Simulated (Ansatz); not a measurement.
We consider bcc Na, described by B3LYP (VWN-RPA form) in Ansatz (plane waves, PAW).

Numerical settings: plane-wave cutoff 460 eV, 10×10×10 k mesh, Fermi–Dirac smearing 0.05 eV, scalar-relativistic PAW data made under PBE.

The volume scan:

```json
[
 {"V (Å³/atom)": "35.271", "E − E_lowest (meV/atom)": "2.47", "P (GPa)": "0.433"},
 {"V (Å³/atom)": "36.558", "E − E_lowest (meV/atom)": "0.25", "P (GPa)": "0.129"},
 {"V (Å³/atom)": "37.128", "E − E_lowest (meV/atom)": "0.00", "P (GPa)": "0.010"},
 {"V (Å³/atom)": "38.056", "E − E_lowest (meV/atom)": "0.46", "P (GPa)": "-0.167"},
 {"V (Å³/atom)": "38.984", "E − E_lowest (meV/atom)": "1.89", "P (GPa)": "-0.323"}
]
```

Q: What bulk modulus B0 and pressure derivative B′ does a third-order Birch–Murnaghan fit give?

A: V0 = 37.179 Å³/atom, B0 = 7.45 GPa, B′ = 3.8 (fit to the energies at full precision).

Measured, for comparison: bulk modulus 7.9 GPa (0 K value with the zero-point phonon effect removed, our sources range from 7.63 to 7.91; as tabulated in Mejia-Rodriguez and Trickey (2018), arXiv:1807.09216); equilibrium volume per atom 37.42 Å³/atom (static lattice: zero-point anharmonic expansion removed; as tabulated in Mejia-Rodriguez and Trickey (2018), arXiv:1807.09216). Computed (rounded) less measured: bulk modulus -6 % (-2 % to -6 % over the range), equilibrium volume per atom -0.6 %.

Static lattice: no zero-point or thermal effects.

Ansatz is a first-principles code.
